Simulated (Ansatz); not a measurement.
# Worked example: B–CH2, quartet against B–CH2, doublet

Geometry (PBE0/def2-TZVP stationary point of a doublet), kept for both states (B–CH2, doublet: A1; B–CH2, quartet: A2):

```tsv
atom	x (Å)	y (Å)	z (Å)
B	0.0000	0.0000	0.8265
C	0.0000	0.0000	-0.5553
H	0.0000	-0.9252	-1.1237
H	0.0000	0.9252	-1.1237
```

Basis cc-pVTZ; Ansatz 0.2.0. Only valence electrons are correlated (noble-gas cores frozen). Prefix R: restricted or restricted open-shell reference; prefix U: unrestricted.

Full CI isn't at hand for all of this; UCCSDT(Q) serves as the reference, and is uncertain by about the last step of the cluster series.

Unrestricted rows (U, and Kohn–Sham where it breaks symmetry) aren't spin-pure: their determinants' ⟨S²⟩ exceeds S(S+1) by up to 0.17, so they mix in states of higher spin.

```csv
level,"E(B–CH2, doublet) (hartree)","E(B–CH2, quartet) (hartree)"
UHF,-63.601955,-63.552599
UMP2,-63.820687,-63.739168
UCCSD(T),-63.859672,-63.770616
PBE,-63.921037,-63.831751
PBE0,-63.931079,-63.848345
UCCSDT(Q),-63.861509,-63.771644
```

Task: Give the vertical gap, B–CH2 quartet less B–CH2 doublet, at each level in eV (1 hartree = 27.2114 eV), and each error against UCCSDT(Q).

Result: UCCSDT(Q): (-63.771644 − (-63.861509)) × 27.2114 = 2.445 eV (the reference)
PBE0: (-63.848345 − (-63.931079)) × 27.2114 = 2.251 eV, error -0.194 eV
PBE: (-63.831751 − (-63.921037)) × 27.2114 = 2.430 eV, error -0.015 eV
UCCSD(T): (-63.770616 − (-63.859672)) × 27.2114 = 2.423 eV, error -0.022 eV
UMP2: (-63.739168 − (-63.820687)) × 27.2114 = 2.218 eV, error -0.227 eV
UHF: (-63.552599 − (-63.601955)) × 27.2114 = 1.343 eV, error -1.102 eV

Total energies of functionals can't be set beside those of wave-function methods, since they hold the core's correlation and their own absolute errors; only the differences compare.

Each level lands on the state that its own search finds. T1 diagnostics of restricted CCSD: 0.025 and 0.016.
